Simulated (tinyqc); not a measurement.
Worked calculation (part 2 of 2): ROHF in the sto-3g basis, for CH2, spin multiplicity 3. Computed by tinyqc, a small Python program that keeps every step (integrals from PySCF). Command: `OMP_NUM_THREADS=1 python tinyqc.py 27326 27327 out.jsonl` (the two numbers bound the seeds that draw the settings). One thread of a shared host (Intel(R) Xeon(R) Processor @ 2.60GHz), about 0.07 s of CPU time with the checks.

Geometry (angstrom):
```
atom       x        y       z
C     0.0000   0.0000  0.0000
H     0.0000   0.9470  0.6620
H     0.0000  -0.9490  0.6640
```

## Iteration 8 (converged): orbitals

converged F (hartree), lower triangle:
```
           1C 1s    1C 2s  1C 2px   1C 2py   1C 2pz    2H 1s    3H 1s
1C 1s   -10.9653
1C 2s    -2.9490  -1.3291
1C 2px    0.0000   0.0000  0.0074
1C 2py    0.0000  -0.0007  0.0000  -0.1906
1C 2pz   -0.0165  -0.1587  0.0000  -0.0004  -0.0887
2H 1s    -0.6505  -0.6414  0.0000  -0.3439  -0.2722  -0.4204
3H 1s    -0.6464  -0.6390  0.0000   0.3431  -0.2719  -0.2074  -0.4182
```

X:
```
              1        2        3       4        5        6       7
1C 1s   -0.3023   0.0031   0.7724  0.0000  -0.6011  -0.0004  0.1725
1C 2s    1.1850  -0.0091  -0.3420  0.0000  -0.3038  -0.0009  0.4379
1C 2px   0.0000   0.0000   0.0000  1.0000   0.0000   0.0000  0.0000
1C 2py   0.0104   1.0255   0.0000  0.0000   0.0005   0.6263  0.0011
1C 2pz   0.6034  -0.0050   0.6217  0.0000   0.6477  -0.0007  0.2177
2H 1s   -0.8234  -0.8250  -0.1616  0.0000   0.1304   0.3852  0.3679
3H 1s   -0.8060   0.8379  -0.1620  0.0000   0.1306  -0.3872  0.3663
```

Diagonalise F' = X^T F X, C = X C', fill 5 alpha and 3 beta electrons from the bottom; D(s) = C_occ C_occ^T. Each column has its largest component positive (the first on a tie).

F' = X^T F X (hartree), lower triangle:
```
         1        2        3       4        5        6        7
1   0.5278
2   0.0031   0.6782
3   0.7780  -0.0103  -4.8632
4   0.0000   0.0000   0.0000  0.0074
5  -0.5240   0.0080   4.8431  0.0000  -4.9322
6   0.0006   0.0994   0.0041  0.0000  -0.0044  -0.4703
7   0.1515  -0.0027  -2.2443  0.0000   2.3199   0.0020  -1.8944
```

orbital energies (hartree): MO1 -10.9711, MO2 -0.7635, MO3 -0.4788, MO4 -0.0928, MO5 0.0074, MO6 0.6652, MO7 0.6869

coefficients C:
```
            MO1      MO2      MO3      MO4     MO5      MO6      MO7
1C 1s    0.9933  -0.2027   0.0003   0.1519  0.0000  -0.1682  -0.0105
1C 2s    0.0287   0.6148  -0.0015  -0.6623  0.0000   0.9919   0.0631
1C 2px   0.0000   0.0000   0.0000   0.0000  1.0000   0.0000   0.0000
1C 2py   0.0000   0.0011   0.5362   0.0004  0.0000  -0.0650   1.0734
1C 2pz   0.0047   0.2097  -0.0005   0.7551  0.0000   0.7753   0.0480
2H 1s   -0.0061   0.3040   0.4551   0.2126  0.0000  -0.7900  -0.8466
3H 1s   -0.0061   0.3022  -0.4568   0.2128  0.0000  -0.8855   0.7414
```

D(alpha) after iteration 8, lower triangle:
```
          1C 1s    1C 2s  1C 2px   1C 2py  1C 2pz    2H 1s   3H 1s
1C 1s    1.0507
1C 2s   -0.1968   0.8174
1C 2px   0.0000   0.0000  1.0000
1C 2py   0.0000  -0.0004  0.0000   0.2875
1C 2pz   0.0769  -0.3710  0.0000   0.0002  0.6141
2H 1s   -0.0353   0.0452  0.0000   0.2444  0.2240   0.3448
3H 1s   -0.0352   0.0454  0.0000  -0.2445  0.2242  -0.0707  0.3453
```

D(beta) after iteration 8, lower triangle:
```
          1C 1s    1C 2s  1C 2px   1C 2py  1C 2pz    2H 1s   3H 1s
1C 1s    1.0277
1C 2s   -0.0962   0.3788
1C 2px   0.0000   0.0000  0.0000
1C 2py   0.0000  -0.0002  0.0000   0.2875
1C 2pz  -0.0378   0.1291  0.0000  -0.0001  0.0440
2H 1s   -0.0676   0.1860  0.0000   0.2444  0.0635   0.2996
3H 1s   -0.0675   0.1863  0.0000  -0.2446  0.0636  -0.1160  0.3000
```

## Convergence

Stop when the energy changes by less than 1e-09 hartree and every element of the error matrix X^T (F D S - S D F) X is below 9e-06.

Course of the cycle:
```
iteration  E (hartree)     change  largest element of the error matrix
1           -11.818472          -                             3.10e-01
2           -37.440893  -2.56e+01                             6.69e-01
3           -38.381866  -9.41e-01                             2.64e-01
4           -38.418302  -3.64e-02                             2.61e-02
5           -38.419304  -1.00e-03                             7.99e-03
6           -38.419395  -9.09e-05                             2.14e-04
7           -38.419395  -6.14e-08                             9.41e-06
8           -38.419395  -1.99e-10                             6.03e-07
```

PySCF ROHF in the same basis = -38.419395 hartree

Converged in 8 iterations.

## Populations, bond orders and dipole

overlap S, lower triangle:
```
         1C 1s   1C 2s  1C 2px   1C 2py  1C 2pz   2H 1s   3H 1s
1C 1s   1.0000
1C 2s   0.2484  1.0000
1C 2px  0.0000  0.0000  1.0000
1C 2py  0.0000  0.0000  0.0000   1.0000
1C 2pz  0.0000  0.0000  0.0000   0.0000  1.0000
2H 1s   0.0535  0.4538  0.0000   0.3639  0.2544  1.0000
3H 1s   0.0531  0.4522  0.0000  -0.3629  0.2539  0.1411  1.0000
```

Mulliken: Z minus the diagonal of D S on the atom; Loewdin: the same with S^(1/2) D S^(1/2); Mayer order: 2 sum_s sum (D(s) S)_ij (D(s) S)_ji over the two atoms.

Charges (e):
```
atom  Mulliken  Loewdin  Mulliken spin
1C     -0.0626  -0.0208         1.9393
2H      0.0315   0.0105         0.0303
3H      0.0311   0.0103         0.0304
```

Mayer bond orders:
```
pair   order
2-1   0.9870
3-1   0.9870
3-2   0.0111
```

dipole moment about the origin, x y z (debye): 0.0000  0.0011  0.1771
